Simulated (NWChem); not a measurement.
**triplet C2H6S2 at 4 levels**

We compute a comparison of 4 runs (UM06-2X/cc-pVDZ, U-wB97X/cc-pVDZ, UB2PLYP/cc-pVDZ, UCAM-B3LYP/cc-pVDZ) of triplet C2H6S2. 

The calculation is run with NWChem 7.3.0.

## 1. The structure to begin with

The species is C2H6S2 (10 atoms), meant as a triplet with charge 0. SMILES of the parent species: `CSSC`. The coordinates come from a PBE0-D4/def2-TZVP relaxation. This is one conformer, not always the lowest. That shape belongs to the parent species and isn't relaxed for this state.

Bond lengths: C1–S2 1.805 Å, S2–S3 2.027 Å, S3–C4 1.805 Å, C1–H5 1.090 Å, C1–H6 1.089 Å, C1–H7 1.093 Å, C4–H8 1.093 Å, C4–H9 1.090 Å, C4–H10 1.089 Å. Some angles: C1–S2–S3 103.4°, S2–S3–C4 103.4°, S2–C1–H5 111.3°, S2–C1–H6 110.5°, S2–C1–H7 106.2°, S3–C4–H8 106.2°, S3–C4–H9 111.3°, S3–C4–H10 110.6°, H5–C1–H6 110.3°, H5–C1–H7 109.0°.

## 2. The energy at UM06-2X/cc-pVDZ (run 1)

The input, input.nw:

```
echo
start input
memory 2200 mb

geometry units angstroms noautosym nocenter noautoz
   C    -1.051300    1.501800   -0.317200
   S     0.740400    1.356700   -0.153900
   S     0.967800   -0.119700    1.216900
   C     0.915200   -1.624600    0.221900
   H    -1.485400    0.595200   -0.738400
   H    -1.506100    1.726500    0.646700
   H    -1.228700    2.332500   -1.004300
   H     1.095800   -2.452600    0.911400
   H    -0.061400   -1.758100   -0.243200
   H     1.696600   -1.608900   -0.536800
end

basis "ao basis" spherical bse
   * library cc-pVDZ
end

dft
   xc m06-2x
   mult 3
   grid fine
   convergence energy 1e-08
   maxiter 100
   mulliken
   print low
end

task dft energy
```

The run is started by

```sh
$ nwchem input.nw > input.out
```

Log:

```text
[...]
 d= 0,ls=0.0,diis     1   -875.9165404193 -1.10D+03  5.98D-03  5.73D-02     4.3
[...]
 d= 0,ls=0.0,diis    12   -875.9536055823 -2.41D-09  4.47D-07  3.76D-10    43.9
[...]
         Total DFT energy =     -875.953605582328
      One electron energy =    -1650.380691020330
           Coulomb energy =      615.667551182785
    Exchange-Corr. energy =      -64.449046782074
 Nuclear repulsion energy =      223.208581037290
[...]
      Total Density - Mulliken Population Analysis
     ---------------------------------------------
    Atom       Charge   Shell Charges
 -----------   ------   -------------------------------------------------------
    1 C    6     6.17   2.01  0.66  0.46  2.07  0.94  0.04
    2 S   16    16.08   2.00  2.02  0.96  0.87  6.00  2.28  1.80  0.13
    3 S   16    16.08   2.00  2.02  0.96  0.87  6.00  2.28  1.80  0.13
    4 C    6     6.17   2.01  0.66  0.46  2.07  0.94  0.04
    5 H    1     0.93   0.74  0.16  0.03
    6 H    1     0.91   0.73  0.15  0.03
    7 H    1     0.91   0.73  0.15  0.03
    8 H    1     0.91   0.73  0.15  0.03
    9 H    1     0.93   0.74  0.16  0.03
   10 H    1     0.91   0.73  0.15  0.03
[...]
      <S2> =      2.0070 (Exact =     2.0000)
[...]
```

It took 45 s on 1 thread of AMD EPYC 9R45 (Zen 5), shared host; peak memory 0.12 GiB.

## 3. The energy at U-wB97X/cc-pVDZ (run 2)

The input, test.xyz:

```xyz
10

C     -1.051300     1.501800    -0.317200
S      0.740400     1.356700    -0.153900
S      0.967800    -0.119700     1.216900
C      0.915200    -1.624600     0.221900
H     -1.485400     0.595200    -0.738400
H     -1.506100     1.726500     0.646700
H     -1.228700     2.332500    -1.004300
H      1.095800    -2.452600     0.911400
H     -0.061400    -1.758100    -0.243200
H      1.696600    -1.608900    -0.536800
```

The input, test.nw:

```
start test
memory total 2200 mb
charge 0

geometry noautosym nocenter noautoz
  load test.xyz
end

basis spherical bse
  * library cc-pVDZ
end

dft
  xc wb97x
  mult 3
  grid fine
  convergence energy 1e-08
  maxiter 100
  mulliken
end

task dft energy
```

The run is started by

```sh
$ nwchem test.nw > test.out
```

Log:

```text
[...]
          Wavefunction type:  spin polarized.
          No. of atoms     :    10
          No. of electrons :    50
[...]
          Charge           :     0
          Spin multiplicity:     3
[...]
          AO basis - number of functions:    94
[...]
              XC Information
              --------------
                       wb97x  Method XC Functional
                     Hartree-Fock (Exact) Exchange  1.000
                         wb97x Exchange Functional  1.000
                      wb97x Correlation Functional  1.000
[...]
 d= 0,ls=0.0,diis     1   -875.9671858809 -1.10D+03  6.11D-03  8.20D-02     6.2
[...]
 d= 0,ls=0.0,diis    13   -876.0130758783 -9.56D-09  4.77D-06  7.18D-10    83.0
[...]
         Total DFT energy =     -876.013075878320
      One electron energy =    -1650.357333336474
           Coulomb energy =      615.626766627581
    Exchange-Corr. energy =      -64.491090206718
 Nuclear repulsion energy =      223.208581037290
[...]
      Total Density - Mulliken Population Analysis
     ---------------------------------------------
    Atom       Charge   Shell Charges
 -----------   ------   -------------------------------------------------------
    1 C    6     6.14   2.01  0.65  0.44  2.08  0.91  0.04
    2 S   16    16.08   2.00  2.03  0.93  0.89  6.01  2.32  1.78  0.14
    3 S   16    16.08   2.00  2.03  0.93  0.89  6.01  2.32  1.78  0.14
    4 C    6     6.14   2.01  0.65  0.44  2.08  0.91  0.04
    5 H    1     0.94   0.74  0.17  0.03
    6 H    1     0.92   0.73  0.16  0.03
    7 H    1     0.92   0.73  0.16  0.03
    8 H    1     0.92   0.73  0.16  0.03
    9 H    1     0.94   0.74  0.17  0.03
   10 H    1     0.92   0.73  0.16  0.03
[...]
      <S2> =      2.0108 (Exact =     2.0000)
[...]
```

It took 84 s on 1 thread of AMD EPYC 9R45 (Zen 5), shared host; peak memory 0.12 GiB.

Run 3 isn't shown in full; the table further down has it.

## 4. A single-point energy at UCAM-B3LYP/cc-pVDZ (run 4)

The input, c2h6s2.nw:

```
start c2h6s2
title "C2H6S2 energy"
memory 2200 mb

geometry noautosym nocenter noautoz
   C    -1.051300    1.501800   -0.317200
   S     0.740400    1.356700   -0.153900
   S     0.967800   -0.119700    1.216900
   C     0.915200   -1.624600    0.221900
   H    -1.485400    0.595200   -0.738400
   H    -1.506100    1.726500    0.646700
   H    -1.228700    2.332500   -1.004300
   H     1.095800   -2.452600    0.911400
   H    -0.061400   -1.758100   -0.243200
   H     1.696600   -1.608900   -0.536800
end

basis spherical bse
   * library cc-pVDZ
end

dft
   xc xcamb88 1.00 lyp 0.81 vwn_5 0.19 hfexch 1.00
   cam 0.33 cam_alpha 0.19 cam_beta 0.46
   mult 3
   grid fine
   convergence energy 1e-08
   direct
   maxiter 100
   mulliken
end

task dft energy
```

The run is started by

```sh
$ nwchem c2h6s2.nw > c2h6s2.out
```

Log:

```text
[...]
          Wavefunction type:  spin polarized.
          No. of atoms     :    10
          No. of electrons :    50
[...]
          Charge           :     0
          Spin multiplicity:     3
[...]
          AO basis - number of functions:    94
[...]
              XC Information
              --------------
                     Hartree-Fock (Exact) Exchange  1.000
                   CAM-Becke88 Exchange Functional  1.000
                      VWN V Correlation Functional  0.190 local
              Lee-Yang-Parr Correlation Functional  0.810
[...]
 d= 0,ls=0.0,diis     1   -875.9591258420 -1.10D+03  6.33D-03  9.35D-02     6.0
[...]
 d= 0,ls=0.0,diis    13   -876.0059550032 -3.71D-09  1.81D-06  1.56D-10    79.6
[...]
         Total DFT energy =     -876.005955003195
      One electron energy =    -1650.400905211863
           Coulomb energy =      615.669350190157
    Exchange-Corr. energy =      -64.482981018779
 Nuclear repulsion energy =      223.208581037290
[...]
      Total Density - Mulliken Population Analysis
     ---------------------------------------------
    Atom       Charge   Shell Charges
 -----------   ------   -------------------------------------------------------
    1 C    6     6.12   2.01  0.66  0.43  2.10  0.88  0.05
    2 S   16    16.08   2.00  2.03  0.95  0.87  6.01  2.32  1.77  0.14
    3 S   16    16.08   2.00  2.03  0.95  0.87  6.01  2.32  1.77  0.14
    4 C    6     6.12   2.01  0.66  0.43  2.10  0.88  0.05
    5 H    1     0.94   0.73  0.18  0.03
    6 H    1     0.93   0.73  0.17  0.03
    7 H    1     0.93   0.73  0.17  0.03
    8 H    1     0.93   0.73  0.17  0.03
    9 H    1     0.94   0.73  0.18  0.03
   10 H    1     0.93   0.73  0.17  0.03
[...]
      <S2> =      2.0087 (Exact =     2.0000)
[...]
```

Run time: 80 s. Hardware: 1 thread of AMD EPYC 9R45 (Zen 5), shared host; peak memory 0.12 GiB.

## 5. Overview of the runs

| run | level | frozen core orbitals | energy (Eh) | ⟨S²⟩ | wall time |
| --- | --- | --- | --- | --- | --- |
| 1 | UM06-2X/cc-pVDZ | – | -875.953606 | 2.007 | 45 s |
| 2 | U-wB97X/cc-pVDZ | – | -876.013076 | 2.011 | 84 s |
| 3 | UB2PLYP/cc-pVDZ | 12 | -875.661404 | 2.014 | 53 s |
| 4 | UCAM-B3LYP/cc-pVDZ | – | -876.005955 | 2.009 | 80 s |

## 6. Outcome

```
                                 quantity          value
                      run 4: total energy  -876.00596 Eh
                     run 4: dipole moment         2.37 D
run 4: HOMO energy (highest over α and β)       -3.38 eV
 run 4: LUMO energy (lowest over α and β)       -3.14 eV
                              run 4: ⟨S²⟩          2.009
```

What this shows: Over runs 2, 3, 4 the dipole moment (its size) runs from 2.37 D (UCAM-B3LYP/cc-pVDZ) to 2.49 D (U-wB97X/cc-pVDZ). Totals of different functionals can't be ranked against each other. All runs together took 4.4 min, the longest 84 s.
